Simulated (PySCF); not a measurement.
# C2HNO (Cyanoformaldehyde): the cost of one run

Computed with PySCF 2.14.0 and routines of our own; the level stands in each step. Atoms count from 0.

## (1) The starting structure

5 atoms, charge 0, multiplicity 1; geometry from: GFN2-xTB.

## (2) Relaxing the molecule at B3LYP/def2-TZVP

The job: settings as JSON, then the geometry in Å.

```
{"job": {"xc": "B3LYP", "basis": "def2-TZVP", "grid": 1, "kind": "geom"}, "charge": 0, "multiplicity": 1}
N      1.906751    -0.228252     0.569803
C      0.819149    -0.068477     0.251820
C     -0.557180     0.080282    -0.167948
O     -1.195267     1.089680    -0.104060
H     -0.964831    -0.870381    -0.566801
```

Started as:

```console
> OMP_NUM_THREADS=1 python excited_run.py task.json out
```

This one command runs all jobs of the session in turn.

**Question.** How long does this first job take on 1 thread of Arm Neoverse V1, shared host, and how much memory does it need?

About 18 s, with a peak of 0.47 GiB.
